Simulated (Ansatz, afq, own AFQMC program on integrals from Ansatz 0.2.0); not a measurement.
AFQMC on a folder of integrals that Ansatz 0.2.0 wrote.

```yaml
crystal:
  periodic: [false, false, false]
  atoms:
    - {symbol: Ge, position_ang: [0.000000, 0.016763, 1.221757]}
    - {symbol: Ge, position_ang: [0.000000, -0.036285, -1.277289]}
    - {symbol: H, position_ang: [0.000000, 1.387006, 1.925829]}
    - {symbol: H, position_ang: [1.233110, -0.766974, 1.725729]}
    - {symbol: H, position_ang: [-1.233110, -0.766974, 1.725729]}
    - {symbol: H, position_ang: [0.000000, 1.553826, -1.375198]}
basis:
  gaussian: {orbitals: 6-31G}
magnetization: {spin_polarized: true, initial_magnetization: 0}
correlation: {method: ccsd_t, electrons: outside_noble_gas, hamiltonian_folder: ham}
```

```sh
$ ansatz run in.yaml --threads 1 --pin off --events-out ev --progress --plain --max-ram 1382MiB
```

afq runs on the folder ham with

```
--method free --trial cisd --walkers 200 --time-step 0.08 --max-blocks 60 --target-error 0.00084 --factor-cut 1e-05 --seed 601 --times 0.0,0.48,0.96,2.0,3.04,4.0 --taylor-order 6
```

Times are imaginary, in 1/Eh. The walk had a cap of 238 s. Filled inner d shells are frozen with the cores.

Output of the walk:

```
orbitals 38  electrons 6 6  factors 335 of 628
reference energy -4152.31449548 Eh
CCSD correlation -0.13270336 Eh in 10 cycles, weight of the determinant in the CISD state 0.8904
repeat  energy at the last time / Eh  error
    10  -4152.449860  0.000222
time / (1/Eh)  energy / Eh  error  mean overlap
  0.00  -4152.447188  0.000084  1.1229
  0.48  -4152.448748  0.000082  1.1355
  0.96  -4152.449318  0.000093  1.1431
  2.00  -4152.449887  0.000127  1.1542
  3.04  -4152.449789  0.000160  1.2057
  4.00  -4152.449854  0.000185  1.2286
energy -4152.449854 +/- 0.000185 Eh
```

The run passed its tests (error under three times the target), which doesn't prove that it has relaxed, ending at its cap on processor time.

Against this walk (error 5.0 meV) on the same determinant: CCSD(T) 11.8 meV higher. The error is statistical, and a free projection of finite length keeps a remainder of its start. None of these is a sure reference here.

Cautions: remainder of the start not in the error; no relativity below Rb; no spin-orbit coupling; inner d shell frozen; an unrestricted solution with more broken spin lies lower (19 meV, ⟨S²⟩ 0.21), while this determinant keeps restricted orbitals; the time-step error isn't removed.

The walk took 4.1 min on 1 thread of Intel(R) Xeon(R) Platinum 8259CL CPU @ 2.50GHz (Skylake/Cascade Lake), with other jobs on the host. The log's last line is the free-projection energy.

A walk keeps the symmetry of its determinant, which the program's search chose and which needn't be the lowest solution, so a lower state of the same spin and another symmetry isn't excluded.
